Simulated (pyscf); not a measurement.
A first-order saddle from PySCF, ωB97X-D3(BJ)/def2-SVP:

```xyz
6

Si    -0.0816     1.2652    -0.3956
Cl     1.9923     1.2023     0.0465
H     -0.0364    -0.1764    -1.4204
O     -0.5114    -0.1959     0.7128
H     -0.2452    -0.5322    -0.4917
H      0.2338    -0.4651     1.2714
```

Surface: singlet, charge 0. Lowest wavenumbers (cm⁻¹): 1494i, 229, 419, 492, 633.

**Question.** What reaction is this the transition state of?

**Answer.** `[SiH][Cl]` [singlet] + `[OH2]` ⇌ `[OH][Si][Cl]` [singlet] + `[H][H]`, a four-centre exchange read from left to right: H–Si, H–O broken and O–Si, H–H formed. At ωB97M-D3(BJ)/def2-TZVP it lies +0.13 eV from the left side and +1.71 eV from the right (each side as separated species at their lowest minima found). On the reactant side the descent ends in an adduct with a O–Si contact (not fully relaxed), 0.79 eV under the separated species and 0.91 eV under the saddle at ωB97X-D3(BJ)/def2-TZVP. What is counted as formed (O–Si) is already present as a longer contact in the reactant adduct; forming that adduct is a step of its own. At the saddle there is also a short H–Si contact that neither side keeps. One saddle was located; it need not be the lowest between these sides.
